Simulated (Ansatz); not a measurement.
**Structure relaxation of KHf**

All numbers below come from DFT PBE, scalar-relativistic, plane waves, PAW (Ansatz). Cutoff 420 eV, Γ-centred k mesh, Gaussian smearing, no spin polarisation in the final step.

The start puts KHf on the AuCd (B19) structure type (Pmma, No. 51), with K in place of Cd, Hf in place of Au, at a guessed volume.

```
K Hf
1.0
     5.50634    0.00000    0.00000
     0.00000    3.64390    0.00000
     0.00000    0.00000    5.62202
K Hf
2 2
Cartesian
  4.1298 0.0000 3.8623
  1.3766 0.0000 1.7597
  4.1298 1.8220 1.0569
  1.3766 1.8220 4.5651
```

Cell and atoms relax at zero pressure; the relaxation can't lower the symmetry of the start. After a coarse first stage the cell is made exact in the group found at 0.06 Å.

Energies over the elements count from the elements' standard structures at the same level, with no empirical corrections.

(1) What does it relax into?

(2) What are its volume, energy, density and gap?

Results:

(1) It keeps Pmma (No. 51), but not the shape of the type it started on. Conventional cell: a = 5.096 Å, b = 3.110 Å, c = 9.699 Å. K has 2 K at 3.11 Å; Hf is coordinated by 2 Hf at 2.79 Å and 2 Hf at 3.11 Å.

```cif
data_structure
_symmetry_space_group_name_H-M 'Pmma'
_symmetry_Int_Tables_number 51
_cell_length_a 5.0964
_cell_length_b 3.1099
_cell_length_c 9.6986
_cell_angle_alpha 90.000
_cell_angle_beta 90.000
_cell_angle_gamma 90.000
_cell_volume 153.72
loop_
_atom_site_label
_atom_site_type_symbol
_atom_site_symmetry_multiplicity
_atom_site_Wyckoff_symbol
_atom_site_fract_x
_atom_site_fract_y
_atom_site_fract_z
_atom_site_occupancy
K1 K 2 e 0.75000 0.00000 0.68545 1
Hf1 Hf 2 f 0.75000 0.50000 0.05907 1
```

(2) The volume per atom is 38.43 Å³. The density is 4.70 g/cm³. The energy over the elements is 1.00 eV/atom and the gap on the 10×14×6 mesh is 0 eV (a metal).

The final run used a 10×14×6 mesh on its 4-atom cell and 0.10 eV smearing. For metals, differences of a few meV/atom aren't resolved. Spin–orbit coupling is left out. A structure relaxed within its symmetry needn't be a true minimum.

Cost: 3 runs of about 13 core-minutes in all, on Intel Xeon Platinum 8259CL (Skylake/Cascade Lake) (shared hosts).